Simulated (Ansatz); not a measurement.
For cubic perovskite BaTiO3 (cubic high-temperature phase), PBE (plane waves, PAW; Ansatz, a quantum-chemistry and plane-wave program) gives:

```
Quantity                          Value
------------------------------  -------
lattice parameter a             4.019 Å
bulk modulus                    163 GPa
band gap at the measured cell   1.81 eV
elastic constant C11            282 GPa
elastic constant C44            119 GPa
Voigt–Reuss–Hill shear modulus  106 GPa
```

What does PBE0 (plane waves, PAW; Ansatz) give for the same quantities?


- lattice constant a: 3.977 Å (drops by 1.0 %)
- bulk modulus: 187 GPa (rises by 15 %)
- band gap at the measured cell: 3.95 eV (rises by 2.14 eV)
- elastic constant C11: 322 GPa (grows by 14 %)
- elastic constant C44: 139 GPa (rises by 17 %)
- Voigt–Reuss–Hill shear modulus: 122 GPa (rises by 15 %)

For comparison: bulk modulus 162 GPa (measured, temperature not stated, not corrected to a static lattice, sources range from 162 to 173; as tabulated in Matsushita et al. (2011), arXiv:1104.2769); band gap 3.2 eV (measured, temperature not stated, no zero-point or thermal correction; as tabulated in Matsushita et al. (2011), arXiv:1104.2769).

Changes are worked out from the printed values.

Unless a cell is named, each level is at its own relaxed cell (PBE 12.99, PBE0 12.58 Å³/atom).

Levels without +SOC have no spin–orbit coupling; where heavier elements are present it shifts gaps, mostly down, and can invert bands. Density-functional gaps are differences of (generalised) Kohn–Sham levels.

Caveats: the relaxation could not lower the start's symmetry, so the cell can be a saddle point above a distorted one (PBE, PBE0). Ansatz's density-functional and Hartree–Fock values are scalar-relativistic unless marked +SOC, with PAW data made under PBE.
